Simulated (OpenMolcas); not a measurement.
**A ladder of methods for AlH2Cl (SMILES [H][Al]([H])[Cl])**

AlH2Cl has 4 atoms, charge 0, and is taken as a singlet. As SMILES, `[H][Al]([H])[Cl]`. Geometry: a GFN2-xTB relaxation, a rough one for these elements and not checked as a minimum.

```xyz
4

Al    0.0498    0.0829   -0.0022
H     1.5870    0.1095    0.0133
H    -0.6511    1.4514   -0.0195
Cl   -0.9857   -1.6439    0.0084
```

Quantity: the energy change with the Al1–H2 bond stretched from 1.538 to 2.691 Å, in eV. The values are calculated.

```
                     level                   kind     program  value (eV)  less FCI/STO-3G  CPU time (all runs)
   PBE/STO-3G (restricted)                    GGA  OpenMolcas        4.42            +0.22                7.5 s
 B3LYP/STO-3G (restricted)          global hybrid  OpenMolcas        4.78            +0.58                7.2 s
M06-2X/STO-3G (restricted)        hybrid meta-GGA  OpenMolcas        5.24            +1.04                8.1 s
B2PLYP/STO-3G (restricted)          double hybrid  OpenMolcas        4.97            +0.77                6.9 s
   MP2/STO-3G (restricted)    perturbation theory  OpenMolcas        5.23            +1.03                3.3 s
        CASSCF(2,2)/STO-3G         multireference  OpenMolcas        4.25            +0.05                3.8 s
  ACPF/STO-3G (restricted)  coupled cluster or CI  OpenMolcas        3.52            -0.68                3.5 s
  CISD/STO-3G (restricted)  coupled cluster or CI  OpenMolcas        4.39            +0.19                3.6 s
                FCI/STO-3G     exact in the basis  OpenMolcas        4.20             0.00                8.9 s
```

FCI/STO-3G is exact within its basis and frozen core, so for wave-function methods in that basis the difference is their error; functionals converge differently with the basis, so for them it is only a difference. The first shape isn't each level's own minimum. The values span 3.52 to 5.24 eV. All rows use very small basis sets, so even the best lies far from the true value. Times are those of the runs behind each value, whatever else they computed, on shared processors of several kinds: orders of magnitude only.
